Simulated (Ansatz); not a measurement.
# C2H6FNOS: an energy map over two coordinates, part 2 of 2

How does the energy of C2H6FNOS, SMILES NC(F)OCS change over two coordinates at once? A grid of runs gives the map.

Ansatz 0.2.0; RKS PBE-D4/def2-SVP. Earlier steps stand in the parts before.

### Step 6. The run at (247.2°, −0.115 Å)

File input.yaml:

```yaml
crystal:
  periodic: [false, false, false]
  atoms:
    - { symbol: "N", position_ang: [-2.489624, -0.657671, 0.320429] }
    - { symbol: C, position_ang: [-1.130037, -0.94732, 0.111343] }
    - { symbol: F, position_ang: [-0.867134, -1.496685, -1.184117] }
    - { symbol: O, position_ang: [-0.478989, 0.135215, 0.220795] }
    - { symbol: C, position_ang: [-1.25098, 1.175232, 0.391121] }
    - { symbol: S, position_ang: [-2.996119, 0.691601, 0.400462] }
    - { symbol: H, position_ang: [-3.07044, -1.490014, 0.182343] }
    - { symbol: H, position_ang: [-2.799693, 0.084279, -0.318926] }
    - { symbol: H, position_ang: [-0.775318, -1.740174, 0.815667] }
    - { symbol: H, position_ang: [-1.071572, 1.645998, 1.386591] }
    - { symbol: H, position_ang: [-1.058037, 1.935299, -0.393765] }
    - { symbol: H, position_ang: [-3.076071, 0.431517, -0.93485] }
basis:
  gaussian: { orbitals: def2-SVP }
hamiltonian:
  xc: pbe
  dispersion: d4
output:
  forces: true
```

Command:

```bash
$ ansatz run input.yaml --threads 1 --pin off --max-ram 2560MiB --backend cpu --events-out ev --progress --plain --runs-dir out
```

Log:

```text
Warning: RAYON_NUM_THREADS=1 ignored (pool sized by the plan → 1); use --threads N
Engine: ansatz 0.2.0, aarch64-unknown-linux-gnu
Functional definition: PBE
  parameter kappa = 0.804
  parameter beta = 0.06672455060314922
  exchange = pbe_x(kappa = kappa, mu = beta*pi^2/3)
  correlation = pbe_c(beta = beta)
1332 factors; their error is unknown
mean field evaluation 1: about -19206.1622 eV, gradient 6.7e1 eV
mean field evaluation 2: about -19188.4560 eV, gradient 1.1e2 eV
mean field evaluation 4: about -19215.4774 eV, gradient 1.0e1 eV
mean field evaluation 8: about -19215.6782 eV, gradient 1.5e-1 eV
mean field evaluation 16: about -19215.6071 eV, gradient 7.0e-4 eV
mean field -19215.60709651 eV, -706.1605359903 hartree, gradient 3.5e-5 eV, S^2 0.000000; 1 other end points of the search recorded, 0 dependent functions left out
the calculation of the forces begins
reference -19215.60712377 eV, -706.1605369924 hartree; 29, 29 occupied and 89, 89 virtual orbitals, 1332 factors
Total energy: -19215.90423964 eV, -706.1714557992 hartree
Atom 0 at    -2.489624    -0.657671     0.320429 Å, force     7.302464   -21.553042     4.700864 eV/Å
Atom 1 at    -1.130037    -0.947320     0.111343 Å, force     0.176609    -5.188487    -1.490232 eV/Å
Atom 2 at    -0.867134    -1.496685    -1.184117 Å, force    -0.285219    -0.163211     0.444200 eV/Å
Atom 3 at    -0.478989     0.135215     0.220795 Å, force     4.840132     0.803963     0.516350 eV/Å
Atom 4 at    -1.250980     1.175232     0.391121 Å, force    -0.453305     4.933533     2.337085 eV/Å
Atom 5 at    -2.996119     0.691601     0.400462 Å, force   -13.110478    38.597149    33.991424 eV/Å
Atom 6 at    -3.070440    -1.490014     0.182343 Å, force    -0.684345     0.192013     0.038214 eV/Å
Atom 7 at    -2.799693     0.084279    -0.318926 Å, force     6.226782   -19.266988   -28.153009 eV/Å
Atom 8 at    -0.775318    -1.740174     0.815667 Å, force    -0.134814    -0.165441    -0.126315 eV/Å
Atom 9 at    -1.071572     1.645998     1.386591 Å, force    -0.070748     0.259515    -0.158181 eV/Å
Atom 10 at    -1.058037     1.935299    -0.393765 Å, force    -0.334515     0.065283    -0.681822 eV/Å
Atom 11 at    -3.076071     0.431517    -0.934850 Å, force    -3.472563     1.485714   -11.418580 eV/Å
Dipole moment:     0.071193    -0.078284     0.531015 e Å
```

It took 6 s on 1 thread of Arm Neoverse V1, shared host; peak memory 0.15 GiB.

On the map this point reads 21.5 eV.

### Step 7. All points together

111 points were computed, and 10 have no value (skipped by design, atoms too close, or no result). Energies in eV, from the relaxed molecule at the same level:

| change of the bonds O4–C2, O4–C5, all alike (Å) ↓, angle C2–O4–C5 (carried through 180) (°) → | 96.1 | 112.8 | 129.6 | 146.4 | 163.2 | 180.0 | 196.8 | 213.6 | 230.4 | 247.2 | 263.9 |
| --- | --- | --- | --- | --- | --- | --- | --- | --- | --- | --- | --- |
| 0.238 | 1.2 | 1.2 | 1.5 | 2.0 | 2.6 | 2.9 | 2.7 | 2.3 | 2.3 | 6.9 | 29.8 |
| 0.199 | 1.0 | 0.9 | 1.2 | 1.7 | 2.2 | 2.5 | 2.4 | 2.0 | 2.2 | 7.7 | – |
| 0.160 | 0.8 | 0.6 | 0.9 | 1.4 | 1.9 | 2.2 | 2.1 | 1.7 | 2.1 | 8.6 | – |
| 0.121 | 0.6 | 0.4 | 0.7 | 1.2 | 1.6 | 1.9 | 1.8 | 1.5 | 2.1 | 9.8 | – |
| 0.081 | 0.5 | 0.2 | 0.5 | 0.9 | 1.4 | 1.6 | 1.5 | 1.2 | 2.2 | 11.1 | – |
| 0.042 | 0.4 | 0.1 | 0.3 | 0.7 | 1.2 | 1.4 | 1.3 | 1.1 | 2.4 | 12.6 | – |
| 0.003 | 0.5 | 0.0 | 0.2 | 0.6 | 1.1 | 1.3 | 1.1 | 1.0 | 2.8 | 14.2 | – |
| −0.036 | 0.7 | 0.1 | 0.2 | 0.6 | 1.0 | 1.2 | 1.1 | 1.1 | 3.4 | 16.1 | – |
| −0.076 | 1.0 | 0.2 | 0.3 | 0.7 | 1.1 | 1.3 | 1.2 | 1.3 | 4.2 | 18.5 | – |
| −0.115 | 1.6 | 0.6 | 0.6 | 1.0 | 1.3 | 1.5 | 1.4 | 1.7 | 5.4 | 21.5 | – |
| −0.154 | 2.4 | 1.2 | 1.1 | 1.4 | 1.7 | 1.9 | 1.9 | 2.3 | 6.8 | 25.2 | – |

The largest force on an atom (eV/Å) at each point:

```tsv
change of the bonds O4–C2, O4–C5, all alike (Å) ↓, angle C2–O4–C5 (carried through 180) (°) →	96.1	112.8	129.6	146.4	163.2	180.0	196.8	213.6	230.4	247.2	263.9
0.238	6	4	3	3	3	3	3	4	3	14	83
0.199	6	3	3	3	3	3	3	4	3	16	–
0.160	5	3	3	3	3	3	3	3	3	19	–
0.121	5	3	2	3	3	3	3	3	4	21	–
0.081	4	2	2	3	3	3	3	3	5	24	–
0.042	3	1	2	2	2	2	3	3	6	27	–
0.003	2	0	1	2	2	2	2	3	7	30	–
−0.036	4	1	2	2	1	1	3	4	9	36	–
−0.076	5	3	4	3	2	1	3	4	10	43	–
−0.115	7	5	5	4	3	3	4	6	12	53	–
−0.154	10	8	7	6	6	5	6	7	15	66	–
```

The dipole moment (D) at each point:

```csv
"change of the bonds O4–C2, O4–C5, all alike (Å) ↓, angle C2–O4–C5 (carried through 180) (°) →",96.1,112.8,129.6,146.4,163.2,180.0,196.8,213.6,230.4,247.2,263.9
0.238,2.14,1.65,1.18,0.75,0.65,0.94,1.27,1.55,1.83,2.14,3.06
0.199,2.13,1.64,1.18,0.77,0.61,0.84,1.15,1.45,1.73,1.97,–
0.160,2.12,1.63,1.19,0.79,0.60,0.74,1.03,1.34,1.62,1.76,–
0.121,2.11,1.62,1.19,0.81,0.59,0.66,0.92,1.22,1.51,1.51,–
0.081,2.10,1.61,1.19,0.83,0.59,0.59,0.80,1.10,1.38,1.26,–
0.042,2.10,1.59,1.19,0.85,0.60,0.52,0.69,0.99,1.25,1.24,–
0.003,2.10,1.58,1.19,0.86,0.61,0.47,0.59,0.87,1.11,1.54,–
−0.036,2.11,1.57,1.19,0.88,0.62,0.44,0.49,0.75,0.96,1.95,–
−0.076,2.13,1.56,1.18,0.88,0.63,0.41,0.41,0.64,0.80,2.32,–
−0.115,2.15,1.56,1.18,0.89,0.63,0.40,0.34,0.53,0.62,2.60,–
−0.154,2.20,1.57,1.19,0.90,0.64,0.40,0.30,0.43,0.45,2.82,–
```

Energy (eV) at eleven even steps along the easiest path on the interpolated surface, from (112.8°, 0.003 Å): 0.0, 0.1, 0.2, 0.5, 0.7, 0.9, 1.1, 1.2, 1.2, 1.1, 1.0.

### Step 8. What came out

This closing draws on all 2 parts.

```
                                            quantity                                                                              value
                                        lowest point                                                        (112.8°, 0.003 Å), 0.002 eV
highest computed point (blank points may lie higher)                                        (263.9°, 0.238 Å), 29.8 eV above the lowest
                     largest force on an atom (eV/Å)           0 at (112.8°, 0.003 Å) to 83 at (263.9°, 0.238 Å); 0 at the lowest point
                                   dipole moment (D)  0.30 at (196.8°, −0.154 Å) to 3.06 at (263.9°, 0.238 Å); 1.58 at the lowest point
                             time for the whole task                                                    11 min on 1 thread, shared host
```

In words: The lowest computed point is at (112.8°, 0.003 Å), 0.002 eV from the relaxed molecule at the same level. The grid is coarse, so the lowest point of the scanned range may lie between grid points; coordinates that were held can hide deeper minima. A higher local minimum lies near (213.6°, 0.003 Å) (1.0 eV above the lowest at that grid point). The highest computed point, (263.9°, 0.238 Å), lies 29.8 eV above the lowest. On the interpolated surface the easiest way out of the lowest well to the well at (213.6°, 0.003 Å) passes a barrier of about 1.2 eV. Round the minimum the valley is somewhat tilted: raising the first coordinate shifts the best value of the second coordinate downwards (coupling k₁₂/√(k₁₁k₂₂) about 0.3). Between some neighbouring points the energy changes steeply, from close contacts of the rigid frames or a change of state; the map doesn't tell which.
